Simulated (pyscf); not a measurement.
Structures and frequencies: ωB97X-D3(BJ)/def2-SVP in PySCF. MP2 and CC: frozen core, UHF for open shells. ΔMP2 is the change of the MP2 total energy from the triple- to the quadruple-zeta basis.

**Question.** What is the homolytic dissociation enthalpy (298 K, CCSD(T)/def2-TZVPP + ΔMP2(QZVPP)) of the C–Si bond of C₃H₈Si (SMILES C[SiH]1CC1), to CH₃• + cyclic C₂H₅Si (SMILES C1C[SiH]1) [doublet]?

**Answer.** C–Si to CH₃• + cyclic C₂H₅Si (SMILES C1C[SiH]1) [doublet]: 88.8 kcal/mol. cyclic C₃H₈Si (SMILES C[SiH]1CC1) lies 7.5 kcal/mol over its isomer H₂C=CH–SiH₂–CH₃ (electronic energy, ωB97M-D3(BJ)/def2-TZVP). cyclic C₂H₅Si (SMILES C1C[SiH]1) [doublet] lies 8.9 kcal/mol over its isomer H₂C=CH–SiH₂• (electronic energy, ωB97M-D3(BJ)/def2-TZVP). The CCSD(T) − MP2 part came from Ansatz, without density fitting, on the same reference.
